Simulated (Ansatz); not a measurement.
## hcp Lu

Computed with LDA in Ansatz (plane waves, PAW).

Run with plane-wave cutoff 520 eV, 24×24×12 k mesh (along the axes of the cell as run), Fermi–Dirac smearing 0.026 eV (set by the program), scalar-relativistic PAW data made under PBE.

Cell: measured lattice: a = b = 3.5053 Å, c = 5.5493 Å, α = β = 90.00°, γ = 120.00°.

| Item | Value |
|---|---|
| elastic constant C11 | 76.7 GPa |
| elastic constant C12 | 17.1 GPa |
| elastic constant C13 | 12.9 GPa |
| elastic constant C33 | 72.2 GPa |
| elastic constant C44 | 27.0 GPa |
| elastic constant C66 | 29.8 GPa |
| Voigt–Reuss–Hill bulk modulus | 34.6 GPa |
| Voigt–Reuss–Hill shear modulus (Hill average) | 28.9 GPa |
| Young modulus | 67.8 GPa |
| Poisson ratio | 0.173 |

Note: the cell isn't this level's own, so it is under some stress, which shifts stiffness and frequencies.

Elastic constants are with the ions relaxed.

Spin–orbit coupling is not included.

Ansatz is an electronic-structure program.
